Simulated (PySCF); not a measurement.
## Frontier levels across methods

Species: isopropyl isocyanide, C₄H₇N.
Structure used (PBE0-D3(BJ)/def2-SVP), in Å, numbered top down from 1:
```xyz
12
C4H7N angstrom
C      0.1488    2.7232   -0.0596
N      0.1266    1.5722    0.1637
C      0.1028    0.1705    0.4102
C      1.1961   -0.5194   -0.3970
C     -1.2854   -0.3874    0.1191
H      0.3197    0.0395    1.4846
H      1.2093   -1.5946   -0.1668
H      2.1837   -0.0990   -0.1610
H      1.0143   -0.3946   -1.4751
H     -1.3179   -1.4582    0.3668
H     -1.5319   -0.2672   -0.9465
H     -2.0507    0.1322    0.7125
```

Basis pcSseg-2 throughout (PySCF), one geometry. Geometry: PBE0-D3(BJ)/def2-SVP; no solvent, vibrations or thermal averaging.

Problem. How do the orbital energies, the gap and the dipole change with the method?

Solution. 
```json
{"method": "BLYP", "kind": "GGA", "HOMO (eV)": "-6.89", "LUMO (eV)": "-0.62", "gap (eV)": "6.28", "μ (D)": "4.07", "SCF cycles": "14"}
{"method": "OPBE", "kind": "GGA", "HOMO (eV)": "-6.94", "LUMO (eV)": "-0.55", "gap (eV)": "6.39", "μ (D)": "4.08", "SCF cycles": "14"}
{"method": "PBE", "kind": "GGA", "HOMO (eV)": "-6.96", "LUMO (eV)": "-0.66", "gap (eV)": "6.31", "μ (D)": "4.11", "SCF cycles": "14"}
{"method": "LDA", "kind": "LDA", "HOMO (eV)": "-7.00", "LUMO (eV)": "-0.82", "gap (eV)": "6.19", "μ (D)": "4.22", "SCF cycles": "14"}
{"method": "B97-D", "kind": "GGA", "HOMO (eV)": "-7.03", "LUMO (eV)": "-0.54", "gap (eV)": "6.49", "μ (D)": "4.04", "SCF cycles": "14"}
{"method": "BP86", "kind": "GGA", "HOMO (eV)": "-7.09", "LUMO (eV)": "-0.63", "gap (eV)": "6.46", "μ (D)": "4.11", "SCF cycles": "14"}
{"method": "KT2", "kind": "GGA", "HOMO (eV)": "-7.22", "LUMO (eV)": "-0.60", "gap (eV)": "6.62", "μ (D)": "3.95", "SCF cycles": "14"}
{"method": "KT3", "kind": "GGA", "HOMO (eV)": "-7.23", "LUMO (eV)": "-0.73", "gap (eV)": "6.50", "μ (D)": "3.92", "SCF cycles": "14"}
{"method": "B97-2", "kind": "global hybrid", "HOMO (eV)": "-8.33", "LUMO (eV)": "0.20", "gap (eV)": "8.53", "μ (D)": "3.99", "SCF cycles": "13"}
{"method": "B3LYP", "kind": "global hybrid", "HOMO (eV)": "-8.35", "LUMO (eV)": "-0.11", "gap (eV)": "8.24", "μ (D)": "4.01", "SCF cycles": "14"}
{"method": "PBE0", "kind": "global hybrid", "HOMO (eV)": "-8.60", "LUMO (eV)": "0.19", "gap (eV)": "8.78", "μ (D)": "4.02", "SCF cycles": "14"}
{"method": "mPW1PW91", "kind": "global hybrid", "HOMO (eV)": "-8.64", "LUMO (eV)": "0.16", "gap (eV)": "8.80", "μ (D)": "4.01", "SCF cycles": "14"}
{"method": "CAM-B3LYP", "kind": "range-separated hybrid", "HOMO (eV)": "-10.17", "LUMO (eV)": "0.91", "gap (eV)": "11.08", "μ (D)": "3.99", "SCF cycles": "12"}
{"method": "BHandHLYP", "kind": "global hybrid", "HOMO (eV)": "-10.19", "LUMO (eV)": "0.78", "gap (eV)": "10.96", "μ (D)": "3.89", "SCF cycles": "12"}
{"method": "wB97X-D", "kind": "range-separated hybrid", "HOMO (eV)": "-10.64", "LUMO (eV)": "1.91", "gap (eV)": "12.55", "μ (D)": "4.02", "SCF cycles": "13"}
{"method": "LC-wPBE", "kind": "range-separated hybrid", "HOMO (eV)": "-11.63", "LUMO (eV)": "2.06", "gap (eV)": "13.69", "μ (D)": "4.01", "SCF cycles": "12"}
{"method": "HF", "kind": "Hartree–Fock", "HOMO (eV)": "-12.42", "LUMO (eV)": "2.44", "gap (eV)": "14.86", "μ (D)": "3.72", "SCF cycles": "10"}
```

The HOMO spans 5.53 eV, from BLYP down to HF, and the gap runs from 6.19 eV (LDA) to 14.86 eV (HF). Over the methods BLYP (0 %), OPBE (0 %), PBE (0 %), LDA (0 %), B97-D (0 %), BP86 (0 %), KT2 (0 %), KT3 (0 %), B97-2 (21 %), B3LYP (20 %), PBE0 (25 %), mPW1PW91 (25 %), BHandHLYP (50 %), HF (100 %), a straight line through the gap against the share of exact exchange rises by 0.86 eV for each 10 % (correlation coefficient 0.998). The dipole ranges from 3.72 D (HF) to 4.22 D (LDA). This basis has no diffuse functions.

The vertical ΔSCF ionisation energy at wB97X-D/def2-SVPD is 11.04 eV; −ε(HOMO) comes closest to it with wB97X-D (10.64 eV).
